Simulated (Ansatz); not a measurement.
A relaxation, step by step

SiN₂H₄ (SMILES N=[SiH]N), singlet, B3LYP-D4/pcseg-2 (Ansatz 0.2.0). Settings:

```yaml
hamiltonian: {xc: {name: B3LYP}, dispersion: d4}
relax: {f_tol: 0.01, max_steps: 30, max_displacement: 0.5}
```

Start (the SMILES describes the start alone):

```
7
angstrom
N -1.0650 -0.9528 -1.0795
Si -0.3954 0.4090 -0.1887
N 0.8220 0.0161 0.8386
H -1.9769 -0.7514 -1.4544
H -0.3991 1.6527 -0.3155
H 1.4742 0.5444 1.3247
H 1.1340 -0.9484 0.8356
```

```json
{"step": "1", "energy less the last (meV)": "1332.3", "largest force component (eV/Å)": "9.937"}
{"step": "2", "energy less the last (meV)": "309.0", "largest force component (eV/Å)": "4.117"}
{"step": "3", "energy less the last (meV)": "77.0", "largest force component (eV/Å)": "0.851"}
{"step": "4", "energy less the last (meV)": "62.2", "largest force component (eV/Å)": "0.600"}
{"step": "5", "energy less the last (meV)": "10.9", "largest force component (eV/Å)": "0.291"}
{"step": "6", "energy less the last (meV)": "5.5", "largest force component (eV/Å)": "0.308"}
{"step": "7", "energy less the last (meV)": "0.3", "largest force component (eV/Å)": "0.047"}
{"step": "8", "energy less the last (meV)": "0.0", "largest force component (eV/Å)": "0.017"}
{"step": "9", "energy less the last (meV)": "0.0", "largest force component (eV/Å)": "0.004"}
```

Step 5, positions (Å) and forces (eV/Å):

| atom | x | y | z | Fx | Fy | Fz |
| --- | --- | --- | --- | --- | --- | --- |
| N1 | -1.152 | -0.896 | -0.972 | 0.154 | 0.229 | 0.219 |
| Si2 | -0.379 | 0.280 | -0.219 | -0.065 | -0.115 | -0.291 |
| N3 | 0.913 | -0.073 | 0.801 | -0.066 | 0.128 | -0.008 |
| H4 | -1.923 | -0.691 | -1.587 | -0.086 | -0.054 | -0.057 |
| H5 | -0.541 | 1.755 | -0.307 | 0.061 | -0.100 | 0.118 |
| H6 | 1.479 | 0.615 | 1.265 | -0.038 | 0.008 | -0.007 |
| H7 | 1.197 | -1.020 | 0.980 | 0.039 | -0.096 | 0.027 |

Step 6, positions (Å) and forces (eV/Å):

| atom | x | y | z | Fx | Fy | Fz |
| --- | --- | --- | --- | --- | --- | --- |
| N1 | -1.182 | -0.874 | -0.956 | -0.308 | -0.224 | -0.269 |
| Si2 | -0.363 | 0.273 | -0.245 | 0.158 | 0.288 | 0.131 |
| N3 | 0.922 | -0.069 | 0.785 | -0.031 | -0.221 | -0.051 |
| H4 | -1.951 | -0.720 | -1.593 | 0.168 | -0.063 | 0.127 |
| H5 | -0.484 | 1.742 | -0.295 | -0.027 | 0.101 | 0.014 |
| H6 | 1.417 | 0.629 | 1.310 | 0.047 | 0.040 | 0.005 |
| H7 | 1.235 | -1.012 | 0.955 | -0.007 | 0.078 | 0.042 |

Step 7, positions (Å) and forces (eV/Å):

```
atom       x       y       z      Fx      Fy      Fz
  N1  -1.173  -0.875  -0.964   0.002   0.013  -0.008
 Si2  -0.367   0.285  -0.245   0.045  -0.045   0.035
  N3   0.916  -0.076   0.785  -0.047   0.012  -0.029
  H4  -1.942  -0.733  -1.597  -0.010  -0.012  -0.004
  H5  -0.495   1.758  -0.273  -0.005   0.022  -0.002
  H6   1.440   0.627   1.275   0.025   0.012   0.013
  H7   1.215  -1.017   0.979  -0.010  -0.002  -0.006
```

Last step (9):

N1  (-1.168, -0.872, -0.967)
Si2  (-0.366, 0.288, -0.243)
N3  (0.912, -0.074, 0.789)
H4  (-1.942, -0.742, -1.597)
H5  (-0.498, 1.763, -0.270)
H6  (1.450, 0.624, 1.271)
H7  (1.205, -1.018, 0.978)
(Å)

The run took about 12 s on 2 CPU threads of an Intel Xeon 6975P-C (shared host).
